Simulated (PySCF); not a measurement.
# Magnesium: a sound run and one with changed settings

Sound run: Mg [Ne] 3s2, Mg⁺ [Ne] 3s1. Computed with PySCF 2.14 in cc-pVDZ, with no relativity, point nucleus. In the sound run the correlated levels freeze [Ne]. The sound run starts from symmetry-adapted Hartree-Fock orbitals and uses a fine grid where one is needed.

Changed run: scalar relativity by spin-free X2C-1e. This setting is unsound on purpose.

```csv
species,method,sound run (hartree),changed run (hartree),converged
Mg,UHF,-199.60830,-199.88817,yes
Mg,B3LYP,-200.09116,-200.37089,yes
Mg,M06-L,-200.05288,-200.33266,yes
Mg,MP2,-199.62964,-199.90953,yes
Mg,CCSD(T),-199.64117,-199.92104,yes
Mg⁺,UHF,-199.36487,-199.64436,yes
Mg⁺,B3LYP,-199.80600,-200.08527,yes
Mg⁺,M06-L,-199.77590,-200.05534,no
```

Ionisation energy of Mg:

```tsv
method	sound run (eV)	changed run (eV)
UHF	6.624	6.634
B3LYP	7.760	7.772
MP2	7.205	7.216
SCS-MP2	7.321	7.332
CCSD	7.519	7.529
CCSD(T)	7.519	7.529
CCSDT	7.519	7.529
FCI	7.519	7.529
```

Most of the change in total energy is the relativistic energy itself. On top of that the contraction fixes the core shape for the Hamiltonian it was made with, so the changed run is not a good calculation with the other Hamiltonian either.

For comparison, NIST gives 7.646 eV between the lowest levels.
